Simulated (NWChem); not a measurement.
System: pyrrole (C4H5N); SMILES c1cc[nH]c1

```xyz
10

C      0.7079    -0.9860     0.0000
C     -0.7136    -0.9820     0.0000
C     -1.1183     0.3363     0.0000
N      0.0032     1.1161     0.0000
C      1.1201     0.3299     0.0000
H      1.3599    -1.8575     0.0000
H     -1.3706    -1.8497     0.0000
H     -2.1134     0.7757     0.0000
H      0.0061     2.1258     0.0000
H      2.1177     0.7636     0.0000
```
Atoms are numbered in this order, from 1.

Computed with NWChem. Pople sets run with spherical d functions. Coordinates come from a PBE0/def2-SVP optimisation. Solvent water, SMD (1 M gas to 1 M solution), gas-phase geometry.

Problem. Predict the results for PBE0/6-31G*. Quantities: solvation free energy (kcal/mol); cavity-dispersion-structure term (kcal/mol); dipole in solution (D).

Solution. 
```json
{
 "solvation free energy (kcal/mol)": "-4.6",
 "cavity-dispersion-structure term (kcal/mol)": "3.3",
 "dipole in solution (D)": "2.71"
}
```
